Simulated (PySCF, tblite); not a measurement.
Compound: isothiofulminic acid, CHNS.
InChI=1S/CHNS/c1-2-3/h3H

Computed with PBE0/pcSseg-1 in PySCF (dipole) on a GFN2-xTB geometry, gas phase.

Take the most abundant isotopes and a rigid rotor. 

Question: Give the principal moments of inertia and the rotational constants in MHz.

Answer: Ia = 1.74, Ib = 78.74, Ic = 80.48 u·Å²; 505379 MHz·u·Å²/I gives A = 290103, B = 6418, C = 6279 MHz.

Question: What kind of rotor is it?

Answer: A near-prolate asymmetric top. Ray's parameter κ = (2B − A − C)/(A − C) = -0.999; −1 is the prolate and +1 the oblate limit.

Question: What does the inertial defect say?

Answer: Planar: Δ = Ic − Ia − Ib = 0.00 u·Å². For a rigid frame Δ = −2 Σ m c², so it vanishes when all atoms lie in the ab plane; here none is more than 0.01 Å from it.

Question: Where do the levels up to J = 3 lie, in MHz?

Answer: Above 0(0,0):
J = 1: 1(0,1) 12698, 1(1,1) 296383, 1(1,0) 296522
J = 2: 2(0,2) 38093, 2(1,2) 321639, 2(1,1) 322056, 2(2,1) 1173111, 2(2,0) 1173111
J = 3: 3(0,3) 76186, 3(1,3) 359524, 3(1,2) 360358, 3(2,2) 1211204, 3(2,1) 1211205, 3(3,1) 2629977, 3(3,0) 2629977
Those of J = 1 are B + C, A + C and A + B.

Question: Which lines would a microwave search look for?

Answer: The dipole components are |μa| = 3.05 D, |μb| = 1.12 D, |μc| = 0.00 D; the mirror of this Cs structure is the ab plane, so μc vanishes by symmetry and there are no c-type lines. The squared components, which scale the intensities, stand as 1.00 : 0.14 (a : b). Some lines, for components of 0.1 D or more:

```
type  branch         J(Ka,Kc)      MHz  lower level (cm⁻¹)
   a       Q  2(1,1) ← 2(1,2)      417              10.729
   a       Q  4(1,3) ← 4(1,4)     1389              13.677
   a       R  1(0,1) ← 0(0,0)    12698               0.000
   a       R  2(1,2) ← 1(1,1)    25256               9.886
   a       R  3(1,3) ← 2(1,2)    37885              10.729
   a       R  3(0,3) ← 2(0,2)    38093               1.271
   a       R  3(2,2) ← 2(2,1)    38093              39.131
   a       R  3(2,1) ← 2(2,0)    38093              39.131
   a       R  4(3,1) ← 3(3,0)    50791              87.727
   a       R  4(2,2) ← 3(2,1)    50791              40.401
   b       Q  1(1,0) ← 1(0,1)   283824               0.424
   b       Q  2(1,1) ← 2(0,2)   283963               1.271
   b       R  1(1,1) ← 0(0,0)   296383               0.000
   b       Q  4(2,2) ← 4(1,3)   850570              13.724
   b       Q  3(2,1) ← 3(1,2)   850847              12.020
   b       Q  2(2,1) ← 2(1,2)   851472              10.729
   b       Q  3(2,2) ← 3(1,3)   851681              11.992
   b       Q  4(3,1) ← 4(2,2)  1418772              42.096
   b       R  3(3,1) ← 2(2,0)  1456866              39.131
   b       R  4(4,0) ← 3(3,1)  2037073              87.727
```

Question: Estimate the classical rotational partition function at 298.15 K and 500 K.

Answer: Point group Cs, symmetry number σ = 1; q = (√π/σ)·√((kT/h)³/(ABC)), k/h = 20836.6 MHz/K: 8030 at 298.15 K, 17400 at 500 K.

Its GFN2-xTB frequencies are all real (lowest 304 cm⁻¹). These are rigid-rotor constants of the computed structure; measured ground-state constants (B0) also hold zero-point vibration. Quadrupole hyperfine structure (14N) is left out.
